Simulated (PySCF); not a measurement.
## Computed spin Hamiltonian

Compound: C₄H₈N₂ (charge +1 and doublet state).
Geometry (GFN2-xTB, Å), atoms numbered from 1 in this order:
```xyz
14
C4H8N2 angstrom
N     -1.885    2.089    1.044
C     -1.823    1.048    0.580
C     -1.612   -0.239   -0.030
C     -0.176   -0.714    0.181
C      0.850    0.254   -0.408
N      2.176   -0.096   -0.156
H     -2.314   -0.941    0.430
H     -1.856   -0.152   -1.093
H     -0.056   -1.684   -0.313
H      0.012   -0.864    1.248
H      0.709    0.416   -1.486
H      0.623    1.249    0.049
H      2.428   -0.608    0.677
H      2.924    0.242   -0.743
```

The hyperfine couplings belong to this conformer and change with its torsions.

Identity: `C(CCC[NH2+])#N` [radical] (charge +1).

Level of theory: PySCF 2.14.0, UKS B3LYP, pcH-1 on C H N, non-relativistic, mean-field spin-orbit, GIAO. Isolated species at its GFN2-xTB geometry (one conformer only). A GFN2-xTB geometry isn't a minimum of the functional, and hyperfine couplings can be far from their values at a DFT geometry, by a factor of two or more for some ions and for spin on atoms past the first row. The SCF solution wasn't tested for stability.

- g1, g2, g3: 2.00285, 2.00378, 2.00455
- g_iso: 2.00373
- Form of g: rhombic: the two nearest values differ by 45 % of g3 − g1
- ⟨S²⟩: 0.7544 (exact 0.7500)
- α and β electrons: 23, 22
- HOMO–LUMO gap, α and β orbitals: 8.41, 2.03 eV
- Basis functions: 230

Isotropic coupling and dipolar principal values T1 to T3, in MHz:

```csv
atom,isotope,a_iso,T1,T2,T3,Mulliken spin population
N1,14N,1.1,-2.6,-2.4,5.0,0.05
C2,13C,-1.6,-2.7,-0.3,3.0,0.00
C3,13C,-2.6,-1.4,-1.1,2.5,0.00
C4,13C,3.5,-5.1,-4.8,10.0,0.03
C5,13C,-35.2,-12.3,-6.3,18.7,-0.01
N6,14N,35.0,-38.0,-38.0,76.0,0.80
H7,1H,19.2,-1.5,-0.8,2.3,0.01
H8,1H,0.3,-1.5,-1.2,2.7,0.00
H9,1H,11.4,-4.6,-0.6,5.3,0.01
H10,1H,-1.4,-3.8,-2.8,6.6,0.00
H11,1H,89.9,-7.9,-4.7,12.6,0.03
H12,1H,363.1,-10.9,-7.5,18.4,0.13
H13,1H,-57.6,-43.8,-10.2,53.9,-0.03
H14,1H,-57.0,-43.8,-10.3,54.1,-0.03
```

Largest spin populations (Mulliken): N6 (+0.80) and H12 (+0.13). No atom but N6 exceeds +0.15. The angles at N6 add up to 359.7°, so it is planar; its axial dipolar tensor and the negative couplings of its protons fit spin in a p orbital normal to that plane.

Axes: g2 points within 14° of the C5–N6 bond.

Under fast tumbling the dipolar parts average out, and these isotropic splittings remain (the largest six): 2 × 1H (H11/H12, I = 1/2, 3 lines) with 8.08 mT, 1 × 1H (H13, I = 1/2, 2 lines) with 2.05 mT, 1 × 1H (H14, I = 1/2, 2 lines) with 2.03 mT, 1 × 14N (N6, I = 1, 3 lines) with 1.25 mT, 2 × 1H (H7/H8, I = 1/2, 3 lines) with 0.35 mT and 2 × 1H (H9/H10, I = 1/2, 3 lines) with 0.18 mT.

Nuclei that the bonding pattern makes equivalent are averaged, as if the motion that swaps them (rotation, inversion, ring flip) were fast. H13 and H14 aren't averaged: N6 is flat or nearly so (angle sum 360°), and its turn about the short N6–C5 bond (1.39 Å) is taken as slow. The 1H value of +226.5 MHz is a mean of couplings from 89.9 to 363.1 MHz in this one geometry, not an average over conformers. The 1H value of +9.7 MHz is a mean of couplings from 0.3 to 19.2 MHz in this one geometry, not an average over conformers.

The 13C coupling of C5 (-35.2 MHz) shows only in satellite lines or after enrichment, since that isotope makes up about 1.07 % of natural carbon.

Examples of negative spin density at the nucleus (bohr⁻³): C5 (-0.0313), H13 (-0.0129) and H14 (-0.0127).
